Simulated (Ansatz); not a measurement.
Two structures of CH$_{3}$S, doublet, reached by relaxing down either side of one saddle point (PBE0-D4/def2-TZVP). Energies are electronic, without zero-point energy. Computed with Ansatz 0.2.0 (basis: def2-TZVPP and def2-QZVPP); correlated methods freeze the cores; orbitals are unrestricted. Extrapolation: Hartree–Fock as exp(−7.88 √X), correlation as X^−2.97. First:

H1  (-0.951, 0.258, -0.529)
C2  (0.029, 0.117, -0.059)
S3  (-0.060, -1.421, 0.837)
H4  (0.776, 0.082, -0.853)
H5  (0.205, 0.964, 0.604)
(Å)

Second:

| atom | x (Å) | y (Å) | z (Å) |
| --- | --- | --- | --- |
| H1 | -1.2011 | -1.1944 | -0.4539 |
| C2 | 0.4106 | 0.3928 | 0.0402 |
| S3 | -0.7998 | -0.6203 | 0.6907 |
| H4 | 0.6419 | 0.4032 | -1.0126 |
| H5 | 0.9483 | 1.0187 | 0.7357 |

(1) Which bonds change from the first to the second?

(2) Give the saddle point's structure and its height above each. (Judge from chemistry; the value comes from the calculation.)

T1 diagnostic: at most 0.020. ⟨S²⟩ of the unrestricted Hartree–Fock references: 0.76 to 0.81 (a pure state has 0.75). The unrestricted reference is spin-contaminated, which hurts MP2 most.

Answers

(1) CH₃S ([CH3][S]) → CH₃S ([CH2][SH]); bonds formed: H1–S3; bonds broken: H1–C2.

(2) The calculation gives: 168.2 kJ/mol above the first and 125.5 kJ/mol above the second (CCSD(T) at an estimated basis limit (MP2 extrapolated from triple and quadruple zeta, plus CCSD(T) − MP2 in triple zeta)).
H1  (-1.061, -0.302, -0.233)
C2  (0.307, 0.229, -0.018)
S3  (-0.397, -1.265, 0.610)
H4  (0.874, 0.208, -0.941)
H5  (0.276, 1.130, 0.582)
(Å)

Labels in which every atom is bracketed show which atoms are joined, not bond orders.

For scale, one of the runs: CCSD(T)/def2-TZVPP, 115 basis functions, launched by `ansatz run in.yaml --threads 2 --pin off --events-out ev --progress --plain --max-ram 4352MiB`. The run took 12 s on 2 CPU threads of an Arm Neoverse V1 (shared host), with 0.89 GiB of host memory at its peak.
